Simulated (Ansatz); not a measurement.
## Ansatz (development build ahead of 0.2.0) run

```yaml
crystal:
  periodic: [false, false, false]
  atoms:
    - { symbol: "N", position_ang: [-0.03842, -0.09782, 0.15018] }
    - { symbol: O, position_ang: [-0.21593, 1.02611, 0.31257] }
    - { symbol: O, position_ang: [3.00352, 0.00034, 0.01393] }
    - { symbol: H, position_ang: [3.15497, 0.83755, 0.36635] }
    - { symbol: H, position_ang: [3.76871, -0.21545, -0.48667] }
basis:
  gaussian: { orbitals: def2-SVP }
magnetization:
  spin_polarized: true
  initial_magnetization: 1
hamiltonian:
  xc: hf
output:
  forces: true
```

The input is written out in the form of the current development build from the run's settings.

Results

```json
{"Converged": "yes", "Total energy": "-205.10338 hartree", "Spin squared of the determinant": "0.790", "Stability test": "minimum"}
```

Forces (eV/Å):
```
atom      Fx      Fy      Fz
  N1  -0.632   3.676   0.529
  O2   0.632  -3.702  -0.537
  O3  -0.576  -1.381  -0.424
  H4   0.316   1.459   0.599
  H5   0.260  -0.051  -0.167
```
